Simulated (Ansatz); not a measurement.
Barrier NH2 (SMILES [NH2]) + C2H5 (SMILES [CH2]C) via C2H7N, on the benchmark's geometries as Psi4's copy gives them; open shells unrestricted, no zero-point energy, no spin–orbit coupling.
Transition structure (charge 0, multiplicity 3):
```xyz
10

C     -1.39498    -0.44966     0.00070
C     -0.43575     0.71406     0.00203
N      1.92757    -0.37835     0.00304
H     -1.20009    -1.12095    -0.83569
H     -1.32210    -1.02788     0.92177
H     -2.42871    -0.10535    -0.08933
H     -0.41769     1.30848    -0.90720
H     -0.44113     1.32909     0.89747
H      0.82850     0.18059    -0.02856
H      2.47259     0.49807     0.00391
```

Programs: Ansatz (Gaussian basis) for Hartree–Fock, density functionals and correlated methods. 

The barrier height (kcal/mol) and the share of exact exchange:

| functional | exact exchange (%) | value |
|---|---|---|
| PBE/def2-TZVPPD | 0 | 2.95 |
| PBE0/def2-TZVPPD | 25 | 7.05 |
| BLYP/def2-TZVPPD | 0 | 5.91 |
| B3LYP/def2-TZVPPD | 20 | 8.25 |
| BHLYP/def2-TZVPPD | 50 | 12.29 |
| r2SCAN/def2-TZVPPD | 0 | 6.24 |

Question: Take the value as linear in the share of exact exchange along PBE and PBE0. Give the slope, say whether the sign turns, and set the other functionals against that line.

Answer: 
Slope: (7.05 − (2.95))/2.5 = 1.64 kcal/mol for each 10 %. The line keeps its sign from 0 to 100 %. At 50 % it gives 11.1 kcal/mol. The LYP pair gives (12.29 − (5.91))/5 = 1.28 for each 10 %. BHLYP, at 50 %, lies 1.1 from the PBE line. B3LYP, at 20 %, lies 2.0 from the PBE line. r2SCAN, with none, stands 3.3 from PBE.

Ansatz is a program for electronic structure.
